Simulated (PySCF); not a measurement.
Isomers of C3H6NO (doublet state), one GFN2-xTB conformer each. Single-point energies are computed at B3LYP/pcH-1 (PySCF, gas phase, no added dispersion term), electronic only. GFN2-xTB treats the open shell by occupation alone, and not every SCF solution was tested for stability.

| SMILES | GFN2-xTB relative energy (kJ/mol) |
| --- | --- |
| [CH2]CNC=O | 73.4 |
| CC[N]C=O | 35.9 |
| [H]/N=C(\C)O[CH2] | 78.8 |
| [H]/N=C\O[CH]C | 78.4 |
| [CH2]NC(C)=O | 0.0 |
| [CH2]CC(N)=O | 52.6 |
| C[CH]C(N)=O | 4.5 |
| [H]/N=C\OC[CH2] | 137.7 |

Conformers: `[CH2:1][CH2:2][NH:3][CH:4]=[O:5]` (doublet state) with H–C1–C2–N3 -152° and 33°, C1–C2–N3–C4 -128°, C2–N3–C4–O5 -2°; `[CH3:1][CH2:2][N:3][CH:4]=[O:5]` (doublet state) with C1–C2–N3–C4 180°, C2–N3–C4–O5 180°; `[H]/[N:5]=[C:3](/[O:2][CH2:1])[CH3:4]` (doublet state) with H–C1–O2–C3 180° and 0°, C1–O2–C3–C4 179°; `[H]/[N:5]=[CH:4]\[O:3][CH:2][CH3:1]` (doublet state) with C1–C2–O3–C4 180°, C2–O3–C4–N5 0°; `[CH2:1][NH:2][C:3]([CH3:4])=[O:5]` (doublet state) with H–C1–N2–C3 0° and 179°, C1–N2–C3–C4 180°; `[CH2:1][CH2:2][C:3]([NH2:4])=[O:5]` (doublet state) with H–C1–C2–C3 -89° and 90°, C1–C2–C3–N4 0°, C2–C3–N4–H 180° and 0°; `[CH3:1][CH:2][C:3]([NH2:4])=[O:5]` (doublet state) with C1–C2–C3–N4 -179°, C2–C3–N4–H -174° and -11°; `[H]/[N:5]=[CH:4]\[O:3][CH2:2][CH2:1]` (doublet state) with H–C1–C2–O3 -12° and 169°, C1–C2–O3–C4 171°, C2–O3–C4–N5 0°.

Task: What does B3LYP/pcH-1 give for the same structures?

Result: 
```csv
SMILES,B3LYP/pcH-1 E (Eh),B3LYP/pcH-1 (kJ/mol),GFN2-xTB (kJ/mol),point group
C[CH]C(N)=O,-247.90005,0.0,4.5,near Cs
[CH2]NC(C)=O,-247.89081,24.3,0.0,Cs
[CH2]CC(N)=O,-247.88346,43.6,52.6,Cs
[CH2]CNC=O,-247.87035,78.0,73.4,C1
[H]/N=C(\C)O[CH2],-247.85181,126.7,78.8,near Cs
[H]/N=C\O[CH]C,-247.84558,143.0,78.4,Cs
CC[N]C=O,-247.84118,154.6,35.9,Cs
[H]/N=C\OC[CH2],-247.83639,167.1,137.7,–
```

GFN2-xTB puts [CH2]NC(C)=O lowest instead; measured from each level's own lowest isomer, the values differ by up to 118.7 kJ/mol (CC[N]C=O: 35.9 against 154.6). Neighbours under 21 kJ/mol apart ([CH2]NC(C)=O and [CH2]CC(N)=O; [H]/N=C(\C)O[CH2] and [H]/N=C\O[CH]C; [H]/N=C\O[CH]C and CC[N]C=O; CC[N]C=O and [H]/N=C\OC[CH2]) can change places with a better method, another conformer or zero-point energy.
